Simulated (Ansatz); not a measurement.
Compare A (`O=CC(O)S`) with its isomer B (`O=COCS`).

Gas-phase electronic energies from Ansatz, PBE0-D4/def2-TZVP geometries. CCSD(T)/CBS is the MP2 limit (def2-TZVPP, def2-QZVPP) plus CCSD(T) − MP2 in def2-TZVPP, frozen cores. Functionals use def2-TZVPP. B3LYP here is the variant with VWN-RPA as its local correlation; programs differ in this. Each species was taken in one conformer, which may not be the lowest.

Q: Which isomer does CCSD(T)/CBS put lower? Give the gap. (An estimate is asked.)

A: Computed: B, by 6.7 kcal/mol.

Q: Give E(B) − E(A) in kcal/mol with r2SCAN-D4, PBE-D4, PBE0-D4, LDA (SPW92), B3LYP-D4, CCSD(T)/def2-TZVPP, B2PLYP. (Estimate.)

A: The calculation gave: r2SCAN-D4 -7.6, PBE-D4 -6.6, PBE0-D4 -7.0, LDA (SPW92) -6.1, B3LYP-D4 -7.8, CCSD(T)/def2-TZVPP -7.3, B2PLYP -8.4. None reverses the order clearly.

Q: Does the order hold for the free energy at 298.15 K (harmonic terms from PBE0-D4)? (An estimate is asked.)

A: The calculation gave: Yes: G(B) − G(A) = -7.1 kcal/mol, for one conformer each. Modes under 60 cm⁻¹, often nearly free rotors, make the harmonic entropy too high.

Largest T1 diagnostic: 0.015.

The D4 term adds +0.8 kcal/mol with B3LYP and +0.4 kcal/mol with PBE0; it sums over pairs of atoms, weighted by their polarisabilities, and B3LYP, whose exchange is more repulsive, gets the larger term. In def2-TZVPP, CCSD(T) changes the Hartree–Fock value by +3.4 kcal/mol (the triples alone add +0.3 kcal/mol) and MP2 by +3.5 kcal/mol.
